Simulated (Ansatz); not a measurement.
A displaced shape of singlet SiO:

```xyz
2

Si   -0.0259   -0.0321   -0.5822
O    -0.0211   -0.0385    0.9933
```

It was optimised with PBE0/def2-SVP in Ansatz (development build ahead of 0.2.0) to forces under 0.001 eV/Å, with restricted orbitals. Each step stands on the lowest determinant of that kind that the program's search found.

**Question.** What shape does it relax to, and how does the optimisation go?

**Answer.**

| atom | x (Å) | y (Å) | z (Å) |
| --- | --- | --- | --- |
| Si | -0.0258 | -0.0322 | -0.5561 |
| O | -0.0211 | -0.0384 | 0.9672 |

Bond lengths: Si1–O2 1.523 Å.

```tsv
step	E − E(start) (eV)	largest force (eV/Å)
1	0.0000	2.6954
2	-0.0584	1.2973
3	-0.0736	0.1436
4	-0.0738	0.0036
5	-0.0738	0.0000
```

The optimisation ended after 5 steps with its threshold met.
